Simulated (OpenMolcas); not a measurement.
**One shape, several levels: SiH3Cl (chlorosilane)**

We compute a comparison of 6 runs (UHF/STO-3G, B2PLYP/STO-3G, B3LYP/STO-3G, PBE0/STO-3G, r2SCAN/STO-3G, ACPF/STO-3G) of SiH3Cl (chlorosilane). 

The results are computed with OpenMolcas 26.06.

1 further run of the same task is left out (it didn't finish).

### Step 1. The structure to begin with

SiH3Cl has 5 atoms, charge 0, and is taken as a singlet. As SMILES, `[SiH3]Cl`. The coordinates come from a PBE0-D4/def2-TZVP relaxation.

Bond lengths: Si1–Cl2 2.054 Å, Si1–H3 1.481 Å, Si1–H4 1.481 Å, Si1–H5 1.481 Å. Angles: Cl2–Si1–H3 108.5°, Cl2–Si1–H4 108.5°, Cl2–Si1–H5 108.5°, H3–Si1–H4 110.4°, H3–Si1–H5 110.4°, H4–Si1–H5 110.4°.

### Step 2. The energy at UHF/STO-3G (run 1)

step1.input

```
* ClH3Si Hartree-Fock
&GATEWAY
BasLib=$CurrDir
Coord
5
angstrom
Si      -0.112000       0.018600      -0.030900
Cl       1.838300      -0.513500       0.329900
H       -0.950900      -0.488300       1.079100
H       -0.534700      -0.585700      -1.314900
H       -0.190800       1.495400      -0.104700
Basis=STO-3G
Group=NoSym
&SEWARD
&SCF
UHF
Scramble=0.25
PrOrbitals=1 1
```

The basis set STO-3G is read from a file made from the Basis Set Exchange's data (not shown).

Launch:

```
export MOLCAS_MEM=1860
pymolcas step1.input > step1.log
```

Output:

```text
--- Start Module: gateway ---
[...]
--- Stop Module: gateway /rc=_RC_ALL_IS_WELL_ ---
--- Start Module: seward ---
[...]
      Basis functions           21
--- Stop Module: seward /rc=_RC_ALL_IS_WELL_ ---
--- Start Module: scf ---
[...]
       Convergence after  10 Iterations
[...]
::    Total SCF energy                               -741.9721812864
[...]
      Total spin, S                                     0.0000000000
[...]
      Total electronic charge=   34.000000
      Total            charge=   -0.000000
[...]
      Dipole Moment (debye):
      Origin of the operator (angstrom)=    0.9013   -0.2579    0.1566
                   X= -2.6984E+00               Y=  7.3633E-01               Z= -4.9936E-01           Total=  2.8413E+00
      Quadrupole Moment (debye*angstrom):
[...]
--- Stop Module: scf /rc=_RC_ALL_IS_WELL_ ---
[...]
```

Run time: 1.7 s. Hardware: 1 thread of Intel Xeon Platinum 8488C (Sapphire Rapids), shared host; peak memory 0.37 GiB.

### Step 3. The energy at B2PLYP/STO-3G (run 2)

mol.input

```
* ClH3Si Kohn-Sham DFT
>>> EXPORT MOLCAS_PRINT=2

&GATEWAY
 BasLib = $CurrDir
 Coord
 5
 angstrom
 Si      -0.112000       0.018600      -0.030900
 Cl       1.838300      -0.513500       0.329900
 H       -0.950900      -0.488300       1.079100
 H       -0.534700      -0.585700      -1.314900
 H       -0.190800       1.495400      -0.104700
 Basis = STO-3G
 Group = NoSym

&SEWARD
 GridInput
 Grid=UltraFine
 End of Grid

&SCF
 KSDFT = B2PLYP_SCF
 Thresholds = 1e-10 1e-07 1e-07 1e-05
 PrOrbitals = 1 1

&MBPT2
 Frozen = 10
```

The basis set STO-3G is read from a file made from the Basis Set Exchange's data (not shown).

Launch:

```
export MOLCAS_MEM=1860
pymolcas mol.input > mol.log
```

Output:

```text
--- Start Module: gateway ---
[...]
--- Stop Module: gateway /rc=_RC_ALL_IS_WELL_ ---
[...]
      Basis functions           21
[...]
--- Start Module: scf ---
[...]
       Convergence after   8 Iterations
[...]
::    Total KS-DFT energy                            -742.8293112341
[...]
      Total spin, S                                     0.0000000000
[...]
      Total electronic charge=   34.000000
      Total            charge=   -0.000000
[...]
      Dipole Moment (debye):
      Origin of the operator (angstrom)=    0.9013   -0.2579    0.1566
                   X= -2.5318E+00               Y=  6.9086E-01               Z= -4.6852E-01           Total=  2.6659E+00
      Quadrupole Moment (debye*angstrom):
[...]
--- Stop Module: scf /rc=_RC_ALL_IS_WELL_ ---
[...]
--- Start Module: mbpt2 ---
[...]
 ###    WARNING: MP2 implementation intended for RHF references only         ###
 ###############################################################################
MBPT2 WARNING: Reference function according to RunFile:KS-DFT
I'll assume you know what you're doing and continue
WARNING!
Default frozen orbitals as non valence orbitals is overwritten by user input.
Default values:   7
[...]
       Reference weight ( Cref**2 )         =        0.96315
::    Total MBPT2 energy                             -742.8877234038
[...]
      Total MBPT2 calculations                           0.04      0.04
--- Stop Module: mbpt2 /rc=_RC_ALL_IS_WELL_ ---
[...]
```

Wall time 3.6 s (1 thread of Intel Xeon Platinum 8488C (Sapphire Rapids), shared host); peak memory 0.37 GiB.

Runs 3 to 4 aren't shown in full; the table further down has their settings and results.

### Step 4. The energy at r2SCAN/STO-3G (run 5)

mol.input: that of step 3 with these lines changed.

```diff
@@ -1,2 +1 @@
-* ClH3Si Kohn-Sham DFT
 >>> EXPORT MOLCAS_PRINT=2
@@ -22,7 +21,6 @@
 &SCF
- KSDFT = B2PLYP_SCF
+ KSDFT = 2
+ 1.0 MGGA_X_R2SCAN
+ 1.0 MGGA_C_R2SCAN
  Thresholds = 1e-10 1e-07 1e-07 1e-05
  PrOrbitals = 1 1
-
-&MBPT2
- Frozen = 10
```

The basis set STO-3G is read from a file made from the Basis Set Exchange's data (not shown).

Launch:

```
export MOLCAS_MEM=1860
pymolcas mol.input > mol.log
```

Output:

```text
--- Start Module: gateway ---
[...]
--- Stop Module: gateway /rc=_RC_ALL_IS_WELL_ ---
--- Start Module: seward ---
[...]
      Basis functions           21
--- Stop Module: seward /rc=_RC_ALL_IS_WELL_ ---
--- Start Module: scf ---
[...]
       Convergence after   9 Iterations
[...]
::    Total KS-DFT energy                            -743.1306112700
[...]
      Total spin, S                                     0.0000000000
[...]
      Total electronic charge=   34.000000
      Total            charge=   -0.000000
[...]
      Dipole Moment (debye):
      Origin of the operator (angstrom)=    0.9013   -0.2579    0.1566
                   X= -2.3850E+00               Y=  6.5081E-01               Z= -4.4136E-01           Total=  2.5113E+00
      Quadrupole Moment (debye*angstrom):
[...]
--- Stop Module: scf /rc=_RC_ALL_IS_WELL_ ---
[...]
```

Run time: 4.8 s. Hardware: 1 thread of Intel Xeon Platinum 8488C (Sapphire Rapids), shared host; peak memory 0.37 GiB.

### Step 5. A single-point energy at ACPF/STO-3G (run 6)

mol.inp

```
* ClH3Si ACPF

&GATEWAY
 BASLIB
 $CurrDir
 COORD
 5
 angstrom
 Si      -0.112000       0.018600      -0.030900
 Cl       1.838300      -0.513500       0.329900
 H       -0.950900      -0.488300       1.079100
 H       -0.534700      -0.585700      -1.314900
 H       -0.190800       1.495400      -0.104700
 BASIS
 STO-3G
 GROUP
 NoSym

&SEWARD

&SCF
 THRESHOLDS
 1e-10 1e-07 1e-07 1e-05
 PRORBITALS
 1 1

&MOTRA
 FROZEN
 10

&GUGA
 ELECTRONS
 14
 SPIN
 1
 INACTIVE
 7
 ACTIVE
 0
 CIALL
 1

&CPF
 ACPF
```

The basis set STO-3G is read from a file made from the Basis Set Exchange's data (not shown).

Launch:

```
export MOLCAS_MEM=1860
pymolcas mol.inp > mol.log
```

Output:

```text
--- Start Module: gateway ---
[...]
--- Stop Module: gateway /rc=_RC_ALL_IS_WELL_ ---
[...]
      Basis functions           21
[...]
       Convergence after   8 Iterations
[...]
::    Total SCF energy                               -741.9721812868
[...]
      Total spin, S                                     0.0000000000
[...]
      *** WARNING: Default frozen orbitals is overwritten by user input.
      *** Default values:   7
[...]
--- Start Module: guga ---
[...]
--- Stop Module: guga /rc=_RC_ALL_IS_WELL_ ---
--- Start Module: cpf ---
[...]
      Active orbitals                            0       0
[...]
      Spin quantum number                      0.0
[...]
     FINAL ACPF ENERGY        -742.03881331
     FINAL CORRELATION ENERGY   -0.06663202  REFERENCE ENERGY    -741.97218129
[...]
      Title:  ACPF natural orbitals
[...]
      Total electronic charge=   34.000000
      Total            charge=   -0.000000
[...]
      Dipole Moment (debye):
      Origin of the operator (angstrom)=    0.9013   -0.2579    0.1566
                   X= -2.4545E+00               Y=  6.6975E-01               Z= -4.5420E-01           Total=  2.5844E+00
      Quadrupole Moment (debye*angstrom):
[...]
--- Stop Module: cpf /rc=_RC_ALL_IS_WELL_ ---
[...]
```

It took 1.8 s on 1 thread of Intel Xeon Platinum 8488C (Sapphire Rapids), shared host; peak memory 0.37 GiB.

### Step 6. Overview of the runs

| run | level | scramble | frozen core orbitals | energy (Eh) | dipole moment (D) of the reference | HOMO energy (eV) | LUMO energy (eV) | wall time |
| --- | --- | --- | --- | --- | --- | --- | --- | --- |
| 1 | UHF/STO-3G | 0.25 | – | -741.972181 | 2.84 | -10.15 | 9.58 | 1.7 s |
| 2 | B2PLYP/STO-3G | – | 10 | -742.845083 | 2.67 | -7.93 | 6.46 | 3.6 s |
| 3 | B3LYP/STO-3G | – | – | -743.162843 | 2.51 | -6.32 | 4.35 | 3.6 s |
| 4 | PBE0/STO-3G | – | – | -742.907000 | 2.60 | -6.62 | 4.63 | 4.5 s |
| 5 | r2SCAN/STO-3G | – | – | -743.130611 | 2.51 | -5.47 | 3.83 | 4.8 s |
| 6 | ACPF/STO-3G | – | 10 | -742.038813 | 2.84 | -10.15 | 9.58 | 1.8 s |

### Step 7. What came out

| quantity | value |
| --- | --- |
| run 6: total energy | -742.03881 Eh |
| run 6: dipole moment (mean-field density) | 2.84 D |
| run 6: HOMO energy (Hartree–Fock orbitals) | -10.15 eV |
| run 6: LUMO energy (Hartree–Fock orbitals) | 9.58 eV |
| run 6: HOMO–LUMO gap (Hartree–Fock orbitals) | 19.73 eV |
| run 6: correlation energy (10 core orbitals frozen) | -66.6 mEh |

**Reading.** Over runs 1, 2, 3, 4, 5 the dipole moment (its size) runs from 2.51 D (r2SCAN/STO-3G) to 2.84 D (UHF/STO-3G). Over runs 1, 2, 3, 4, 5 the HOMO–LUMO gap runs from 9.30 eV (r2SCAN/STO-3G) to 19.73 eV (UHF/STO-3G). For B2PLYP the log adds the whole second-order term; the table takes 0.27 of it, as the functional is defined. Totals of different functionals can't be ranked against each other. In runs 1, 2, 3, 4, 5, 6 the basis is minimal, so the values are rough. All runs together took 20 s, the longest 4.8 s.
